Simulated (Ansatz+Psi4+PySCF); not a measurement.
**doublet SiN: levels of theory in one basis**

```yaml
atoms:
  - { symbol: Si, position_ang: [0.0000, 0.0000, 0.0000] }
  - { symbol: N, position_ang: [1.2370, 0.6349, 0.7292] }
```

Basis set: cc-pVTZ on N; cc-pV(T+d)Z on Si (spherical functions). Correlated methods keep 6 orbitals frozen. Correlation on ROHF uses semicanonical orbitals with singles. Charge 0, multiplicity 2.

Computed with Ansatz (development build ahead of 0.2.0); each method stands on the lowest determinant of its kind that the runs found.

```csv
method,E − E(ROHF) (eV),<S²> of the determinant
ROHF,0.00,0.75
UHF,-0.16,1.01
ROHF-MP2,-6.92,–
UHF-MP2,-6.62,1.01
```

Caution for ROHF, ROHF-MP2: the determinant may break the point group. Caution for UHF, UHF-MP2: the unrestricted determinant is spin contaminated; the determinant breaks the point group. Caution for ROHF-MP2: another reference gives a lower total.
